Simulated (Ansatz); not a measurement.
Input file:

```yaml
crystal:
  periodic: [false, false, false]
  atoms:
    - { symbol: B, position_ang: [0.056782, -0.222272, 0.039425] }
    - { symbol: F, position_ang: [0.082423, -0.46511, 1.352509] }
    - { symbol: C, position_ang: [1.385116, -0.07072, -0.762618] }
    - { symbol: H, position_ang: [1.665536, -1.088735, -1.101207] }
    - { symbol: H, position_ang: [1.271032, 0.540016, -1.671177] }
    - { symbol: H, position_ang: [2.226367, 0.308729, -0.16136] }
    - { symbol: H, position_ang: [-1.033146, -0.228029, -0.483908] }
    - { symbol: H, position_ang: [-0.031553, 2.091237, 0.65901] }
    - { symbol: H, position_ang: [-0.028556, 1.660283, 1.232726] }
basis:
  gaussian: { orbitals: cc-pVDZ }
hamiltonian:
  xc: b3lyp
relax:
  f_tol: 0.03
  max_steps: 50
```

Command:

```bash
$ ansatz run input.yaml --threads 1 --pin off --max-ram 2048MiB --backend cpu --events-out ev --progress --plain --runs-dir out
```

Hardware: 1 thread of Intel(R) Xeon(R) 6975P-C (Granite Rapids), with other jobs on the host.

Q: Roughly how long does this run take, and how much memory?

A: 42 s, with a peak of 0.16 GiB, for 40 ionic steps.
